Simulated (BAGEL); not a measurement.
**CH5NSi (SMILES C[Si]N): levels of theory compared**

We compute a comparison of 3 runs (HF/STO-3G, HF/3-21G, HF/def2-SVPD) of CH5NSi. 

The calculation is run with BAGEL 1.2.2.

12 further runs of the same task are left out: 12 set aside as unsound or not needed.

## 1. The system as given

CH5NSi has 8 atoms, charge 0, and is taken as a singlet. As SMILES, `C[Si]N`. The C1–H5 distance was set to 1.422 Å, away from the relaxed value.

Bond lengths: C1–Si2 1.904 Å, Si2–N3 1.709 Å, C1–H4 1.094 Å, C1–H6 1.098 Å, N3–H7 1.008 Å, N3–H8 1.010 Å. Angles: C1–Si2–N3 98.7°, Si2–C1–H4 115.0°, Si2–C1–H6 107.9°, Si2–N3–H7 121.7°, Si2–N3–H8 126.1°, H4–C1–H6 108.0°, H7–N3–H8 112.1°. A long bond or contact: C1–H5 1.422 Å.

## 2. The energy at HF/STO-3G (density fitting with qzvpp-jkfit) (run 1)

hf.json

```json
{ "bagel" : [

{
  "title" : "molecule",
  "basis" : "sto-3g",
  "df_basis" : "qzvpp-jkfit",
  "angstrom" : true,
  "geometry" : [
    { "atom" : "C", "xyz" : [      -0.689251,       0.597085,      -0.317495 ] },
    { "atom" : "Si", "xyz" : [       0.934549,       0.426185,       0.662305 ] },
    { "atom" : "N", "xyz" : [       0.902949,      -1.262015,       0.925305 ] },
    { "atom" : "H", "xyz" : [      -1.055651,      -0.329415,      -0.769695 ] },
    { "atom" : "H", "xyz" : [      -0.562500,       1.583400,      -1.334100 ] },
    { "atom" : "H", "xyz" : [      -1.460651,       0.967385,       0.370505 ] },
    { "atom" : "H", "xyz" : [       1.621949,      -1.729515,       1.454705 ] },
    { "atom" : "H", "xyz" : [       0.195949,      -1.903315,       0.594905 ] }
  ]
},

{ "title" : "hf" },

{ "title" : "print", "file" : "orbitals.molden", "orbitals" : true }

]}
```

Started as:

```
BAGEL_NUM_THREADS=1 BAGEL hf.json > hf.out
```

Standard output:

```text
* using 1 threads per process

  ===============================================================
  ===============================================================

  *** Geometry ***

  { "atom" : "C", "xyz" : [     -1.302496,      1.128327,     -0.599979 ] },
  { "atom" : "Si", "xyz" : [      1.766042,      0.805373,      1.251575 ] },
  { "atom" : "N", "xyz" : [      1.706326,     -2.384863,      1.748573 ] },
  { "atom" : "H", "xyz" : [     -1.994891,     -0.622504,     -1.454513 ] },
  { "atom" : "H", "xyz" : [     -1.062971,      2.992192,     -2.521084 ] },
  { "atom" : "H", "xyz" : [     -2.760230,      1.828093,      0.700153 ] },
  { "atom" : "H", "xyz" : [      3.065039,     -3.268310,      2.748994 ] },
  { "atom" : "H", "xyz" : [      0.370290,     -3.596744,      1.124208 ] },

  Number of auxiliary basis functions:      370

  Since a DF basis is specified, we compute 2- and 3-index integrals:
    o Being stored without compression. Storage requirement is 0.002 GB

  Number of basis functions:       24
  Number of electrons      :       32

    * METHOD: MOLECULE                             0.09

  *** RHF ***

  === Nuclear Repulsion ===
    99.2685130873

      * DIIS with orbital gradients will be used.

  === RHF iteration (sto-3g) ===
      0       -379.55868441          0.01049727           0.01
      1       -379.58045405          0.00368489           0.01
      2       -379.58318086          0.00095682           0.01
      3       -379.58350436          0.00016445           0.01
      4       -379.58351857          0.00005073           0.01
      5       -379.58351968          0.00001440           0.01
      6       -379.58351975          0.00000352           0.01
      7       -379.58351976          0.00000066           0.01
      8       -379.58351976          0.00000018           0.01
      9       -379.58351976          0.00000008           0.01
     10       -379.58351976          0.00000003           0.01
     11       -379.58351976          0.00000001           0.01
    * SCF iteration converged.

    * Permanent dipole moment:
           (   -0.087825,     0.384705,    -0.182667) a.u.

    * METHOD: HF                                   0.16

    * METHOD: PRINT                                0.00

  ===============================================================
```

It took 0.38 s on 1 thread of Arm Neoverse V1, shared host.

## 3. A single-point energy at HF/3-21G (density fitting with qzvpp-jkfit) (run 2)

hf.json

```json
{ "bagel" : [

{
  "title" : "molecule",
  "basis" : "3-21g",
  "df_basis" : "qzvpp-jkfit",
  "angstrom" : "true",
  "geometry" : [
    { "atom" : "C", "xyz" : [   -0.689251,    0.597085,   -0.317495 ] },
    { "atom" : "Si", "xyz" : [    0.934549,    0.426185,    0.662305 ] },
    { "atom" : "N", "xyz" : [    0.902949,   -1.262015,    0.925305 ] },
    { "atom" : "H", "xyz" : [   -1.055651,   -0.329415,   -0.769695 ] },
    { "atom" : "H", "xyz" : [   -0.562500,    1.583400,   -1.334100 ] },
    { "atom" : "H", "xyz" : [   -1.460651,    0.967385,    0.370505 ] },
    { "atom" : "H", "xyz" : [    1.621949,   -1.729515,    1.454705 ] },
    { "atom" : "H", "xyz" : [    0.195949,   -1.903315,    0.594905 ] }
  ]
},
{ "title" : "hf", "charge" : 0 },
{ "title" : "print", "file" : "orbitals.molden", "orbitals" : "true" }

]}
```

Started as:

```
BAGEL_NUM_THREADS=1 BAGEL hf.json > hf.out
```

Standard output:

```text
* using 1 threads per process

  ===============================================================
  ===============================================================

  *** Geometry ***

  { "atom" : "C", "xyz" : [     -1.302496,      1.128327,     -0.599979 ] },
  { "atom" : "Si", "xyz" : [      1.766042,      0.805373,      1.251575 ] },
  { "atom" : "N", "xyz" : [      1.706326,     -2.384863,      1.748573 ] },
  { "atom" : "H", "xyz" : [     -1.994891,     -0.622504,     -1.454513 ] },
  { "atom" : "H", "xyz" : [     -1.062971,      2.992192,     -2.521084 ] },
  { "atom" : "H", "xyz" : [     -2.760230,      1.828093,      0.700153 ] },
  { "atom" : "H", "xyz" : [      3.065039,     -3.268310,      2.748994 ] },
  { "atom" : "H", "xyz" : [      0.370290,     -3.596744,      1.124208 ] },

  Number of auxiliary basis functions:      370

  Since a DF basis is specified, we compute 2- and 3-index integrals:
    o Being stored without compression. Storage requirement is 0.005 GB

  Number of basis functions:       41
  Number of electrons      :       32

    * METHOD: MOLECULE                             0.10

  *** RHF ***

  === Nuclear Repulsion ===
    99.2685130873

      * DIIS with orbital gradients will be used.

  === RHF iteration (3-21g) ===
      0       -381.96926659          0.02948739           0.01
      1       -382.04861147          0.01617810           0.02
      2       -382.07857962          0.00183945           0.01
      3       -382.07940203          0.00057907           0.01
      4       -382.07946774          0.00010581           0.01
      5       -382.07947385          0.00002011           0.01
      6       -382.07947406          0.00000603           0.01
      7       -382.07947408          0.00000179           0.02
      8       -382.07947408          0.00000045           0.02
      9       -382.07947408          0.00000025           0.01
     10       -382.07947408          0.00000006           0.02
     11       -382.07947408          0.00000002           0.02
     12       -382.07947408          0.00000001           0.01
    * SCF iteration converged.

    * Permanent dipole moment:
           (    0.320867,     0.877017,    -0.031575) a.u.

    * METHOD: HF                                   0.28

    * METHOD: PRINT                                0.00

  ===============================================================
```

Run time: 0.53 s. Hardware: 1 thread of Arm Neoverse V1, shared host.

## 4. A single-point energy at HF/def2-SVPD (density fitting with qzvpp-jkfit) (run 3)

input.json

```json
{ "bagel" : [

{
  "title" : "molecule",
  "basis" : "def2-svpd.json",
  "df_basis" : "qzvpp-jkfit",
  "angstrom" : true,
  "geometry" : [
    { "atom" : "C", "xyz" : [      -0.689251,       0.597085,      -0.317495 ] },
    { "atom" : "Si", "xyz" : [       0.934549,       0.426185,       0.662305 ] },
    { "atom" : "N", "xyz" : [       0.902949,      -1.262015,       0.925305 ] },
    { "atom" : "H", "xyz" : [      -1.055651,      -0.329415,      -0.769695 ] },
    { "atom" : "H", "xyz" : [      -0.562500,       1.583400,      -1.334100 ] },
    { "atom" : "H", "xyz" : [      -1.460651,       0.967385,       0.370505 ] },
    { "atom" : "H", "xyz" : [       1.621949,      -1.729515,       1.454705 ] },
    { "atom" : "H", "xyz" : [       0.195949,      -1.903315,       0.594905 ] }
  ]
},

{
  "title" : "hf"
},

{
  "title" : "print",
  "file" : "orbitals.molden",
  "orbitals" : true
}

]}
```

The basis set def2-SVPD is read from a file made from the Basis Set Exchange's data (not shown).

Started as:

```
BAGEL_NUM_THREADS=1 BAGEL input.json > input.out
```

Standard output:

```text
* using 1 threads per process

  ===============================================================
  ===============================================================

  *** Geometry ***

  { "atom" : "C", "xyz" : [     -1.302496,      1.128327,     -0.599979 ] },
  { "atom" : "Si", "xyz" : [      1.766042,      0.805373,      1.251575 ] },
  { "atom" : "N", "xyz" : [      1.706326,     -2.384863,      1.748573 ] },
  { "atom" : "H", "xyz" : [     -1.994891,     -0.622504,     -1.454513 ] },
  { "atom" : "H", "xyz" : [     -1.062971,      2.992192,     -2.521084 ] },
  { "atom" : "H", "xyz" : [     -2.760230,      1.828093,      0.700153 ] },
  { "atom" : "H", "xyz" : [      3.065039,     -3.268310,      2.748994 ] },
  { "atom" : "H", "xyz" : [      0.370290,     -3.596744,      1.124208 ] },

  Number of auxiliary basis functions:      370

  Since a DF basis is specified, we compute 2- and 3-index integrals:
    o Being stored without compression. Storage requirement is 0.032 GB

  Number of basis functions:      104
  Number of electrons      :       32

    * METHOD: MOLECULE                             0.15

  *** RHF ***

  === Nuclear Repulsion ===
    99.2685130873

      * DIIS with orbital gradients will be used.

  === RHF iteration (def2-svpd.json) ===
      0       -383.74040217          0.01926110           0.05
      1       -383.88847160          0.01316556           0.05
      2       -383.95817995          0.00176914           0.05
      3       -383.96064706          0.00061747           0.04
      4       -383.96087686          0.00013618           0.04
      5       -383.96089279          0.00002751           0.05
      6       -383.96089360          0.00000797           0.04
      7       -383.96089367          0.00000201           0.04
      8       -383.96089367          0.00000097           0.04
      9       -383.96089367          0.00000029           0.04
     10       -383.96089367          0.00000014           0.05
     11       -383.96089367          0.00000006           0.04
     12       -383.96089367          0.00000002           0.05
     13       -383.96089367          0.00000001           0.04
    * SCF iteration converged.

    * Permanent dipole moment:
           (    0.352107,     0.794141,     0.004081) a.u.

    * METHOD: HF                                   0.77

    * METHOD: PRINT                                0.03

  ===============================================================
```

Wall time 1.1 s (1 thread of Arm Neoverse V1, shared host); peak memory 0.11 GiB.

## 5. All runs side by side

```
run                                            level  energy (Eh)  dipole moment (D)  HOMO energy (eV)  LUMO energy (eV)  wall time
  1     HF/STO-3G (density fitting with qzvpp-jkfit)  -379.583520               1.11             -5.93              7.35     0.38 s
  2      HF/3-21G (density fitting with qzvpp-jkfit)  -382.079474               2.38             -8.33              2.38     0.53 s
  3  HF/def2-SVPD (density fitting with qzvpp-jkfit)  -383.960894               2.21             -8.51              2.11      1.1 s
```

## 6. Results

| quantity | value |
| --- | --- |
| run 3: total energy | -383.96089 Eh |
| run 3: dipole moment | 2.21 D |
| run 3: HOMO energy | -8.51 eV |
| run 3: LUMO energy | 2.11 eV |
| run 3: HOMO–LUMO gap | 10.62 eV |

The dipole moment (its size) runs from 1.11 D (HF/STO-3G) to 2.38 D (HF/3-21G). The HOMO–LUMO gap runs from 10.62 eV (HF/def2-SVPD) to 13.27 eV (HF/STO-3G). In run 1 the basis is minimal, so the values are rough. All runs together took 2 s, the longest 1.1 s.
